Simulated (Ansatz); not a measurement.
Basis-set series for C₃H₄FN, SMILES `CC1(F)C=N1`. The species carries charge 0 and has multiplicity 1. The structure was optimised at the PBE0-D4/def2-TZVP level.

| functional | basis | functions | energy (Eh) | HOMO (eV) | LUMO (eV) |
| --- | --- | --- | --- | --- | --- |
| PBE0-D4 | def2-SVP | 90 | -270.75108 | -7.77 | -0.76 |
| PBE0-D4 | def2-QZVPP | 405 | -271.07788 | -7.92 | -1.02 |
| ωB97M-V | def2-SVP | 90 | -270.94333 | -10.06 | 1.69 |
| ωB97M-V | def2-QZVPP | 405 | -271.28033 | -10.23 | 1.22 |

(1) Give the rows for def2-TZVPP. (An estimate is asked.)

## Answers

(1) Ansatz gave: 
```csv
functional,basis,functions,energy (Eh),HOMO (eV),LUMO (eV)
PBE0-D4,def2-TZVPP,211,-271.06329,-7.88,-0.95
ωB97M-V,def2-TZVPP,211,-271.26652,-10.20,1.37
```

Positive LUMOs are unbound and depend on the basis.
